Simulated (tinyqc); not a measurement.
Orbital energy against energy difference: ionisation energy by orbital energies and by energy differences in the 6-31g* basis, for LiH, spin multiplicity 1. Computed by the program tinyqc with PySCF. 

Geometry (angstrom):
```
atom       x       y       z
Li    0.0000  0.0000  0.0000
H     0.0000  0.0000  1.4680
```

CCSD(T) difference in the same basis = 7.8198 eV

IP-EOM-CCSD = 7.8196 eV

The cation is unrestricted; errors are against CCSD(T) in this basis, not against experiment.

First vertical ionisation energy (eV):
```
method     -e(HOMO)  E(cation) - E  error of -e(HOMO)  error of the difference
HF           8.3567       7.228547             0.5369                  -0.5913
LDA          4.4815       8.429446            -3.3383                   0.6096
PBE          4.4756       8.274098            -3.3442                   0.4543
B3LYP        5.4399       8.516270            -2.3799                   0.6965
PBE0         5.5737       8.232532            -2.2461                   0.4127
CAM-B3LYP    7.0011       8.499249            -0.8187                   0.6794
LC-wPBE      8.3198       8.312253             0.5000                   0.4924
```

Koopmans errs by +0.54 eV and Delta-HF by -0.59 eV: relaxation, 1.13 eV, lowers the value and the missing correlation difference works against it. The PBE level is off by -3.3 eV through the wrong tail of its potential, though its energy difference is off by +0.45 eV; exact exchange deepens the level, and among the orbital energies LC-wPBE comes closest; among the differences PBE0 does.
